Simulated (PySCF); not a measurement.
**Telling isomers of C4H3NO apart by NMR**

[PySCF 2.14.0 with density-fitted response routines: geometry from GFN2-xTB; J couplings at B3LYP/pcJ-1; GIAO PBE0/pcSseg-1 shieldings; one computed conformer; no solvent model; fast rotation and ring inversion assumed for equivalent nuclei; non-relativistic Hamiltonian]

δ = σ(ref) − σ, references computed at the same level: TMS for ¹H and ¹³C. Multiplet labels drop J under 1 Hz and among equivalent protons, and merge close values. Unscaled 3J(H,H) run several per cent high. Shifts are as computed. Against solution values, carbons near 30 ppm lie about +3 ppm off and those near 130 ppm about +5 ppm. Of 1211 compounds with measured shifts, 218 miss one by over three times the rms of a fit or turn the order of signals round; such compounds aren't used in these exercises.

(1) Tabulate the signals of `C=CC(=O)C#N`, `N#C/C=C\C=O` and their relative energies.

(2) What is the quickest way to tell C=CC(=O)C#N from N#C/C=C\C=O?

Answers

(1) 
```json
{"SMILES": "C=CC(=O)C#N", "carbon types": "2×C 1×CH 1×CH2", "δC": "171.9, 144.7, 142.4, 120.1", "δH": "7.23 (d, 1H), 6.93 (dd, 1H), 6.52 (d, 1H)", "E rel. (kcal/mol)": "3.9"}
{"SMILES": "N#C/C=C\\C=O", "carbon types": "1×C 3×CH", "δC": "195.6, 154.6, 124.4, 119.2", "δH": "10.49 (m, 1H), 6.75 (m, 1H), 6.61 (m, 1H)", "E rel. (kcal/mol)": "0.0"}
```

Energies are electronic energies at PBE0/pcSseg-1 on these geometries, without zero-point or thermal terms, each for the one conformer computed, which needn't be the lowest.

(2) Both give the same number of carbon signals, but DEPT or the intensities differ. The first has a β carbon of a C=C–C=O unit (CH2) at 144.7 ppm, the second an aldehyde carbonyl carbon (CH) at 195.6 ppm. Their most deshielded carbons lie at 171.9 and 195.6 ppm. In the proton spectra the most deshielded non-exchanging signals are 7.23 (d, J = 18.5 Hz, 1H) and 10.49 (m, 1H).
